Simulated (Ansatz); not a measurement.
`CC(Cl)OCF` and `FCOC(F)Cl` differ in one atom or group.

Ansatz, PBE0-D4/def2-TZVP geometries, multiplicity 1. Each molecule was computed in one conformer, which needn't be the lowest.

```json
{"property": "HOMO energy (B3LYP/def2-TZVPP) / eV", "`CC(Cl)OCF`": "-8.31"}
{"property": "HOMO energy (PBE/def2-TZVPP) / eV", "`CC(Cl)OCF`": "-7.10"}
{"property": "LUMO energy (B3LYP/def2-TZVPP) / eV", "`CC(Cl)OCF`": "0.38"}
{"property": "HOMO–LUMO gap (PBE0/def2-TZVPP) / eV", "`CC(Cl)OCF`": "9.25"}
{"property": "HOMO energy (ωB97M-V/def2-TZVPP) / eV", "`CC(Cl)OCF`": "-10.89"}
{"property": "LUMO energy (ωB97M-V/def2-TZVPP) / eV", "`CC(Cl)OCF`": "2.75"}
```

(1) Give the same properties after the change, and the shifts. (An estimate is asked.)

## Answers

(1) Ansatz gave: 
| property | `FCOC(F)Cl` | shift |
| --- | --- | --- |
| HOMO energy (B3LYP/def2-TZVPP) / eV | -9.00 | -0.69 |
| HOMO energy (PBE/def2-TZVPP) / eV | -7.75 | -0.65 |
| LUMO energy (B3LYP/def2-TZVPP) / eV | 0.22 | -0.16 |
| HOMO–LUMO gap (PBE0/def2-TZVPP) / eV | 9.81 | 0.56 |
| HOMO energy (ωB97M-V/def2-TZVPP) / eV | -11.60 | -0.71 |
| LUMO energy (ωB97M-V/def2-TZVPP) / eV | 2.58 | -0.17 |

With PBE0 the HOMO falls by 0.70 eV and the LUMO falls by 0.15 eV, so the gap widens by about 0.55 eV. PBE moves the HOMO by -0.65 eV and ωB97M-V by -0.71 eV. The zero-point energy changes by -94.0 kJ/mol with -9 modes.

Positive LUMOs are unbound, so they and the gaps depend on the basis.

B3LYP here is the variant with VWN-RPA as its local correlation; programs differ in this.
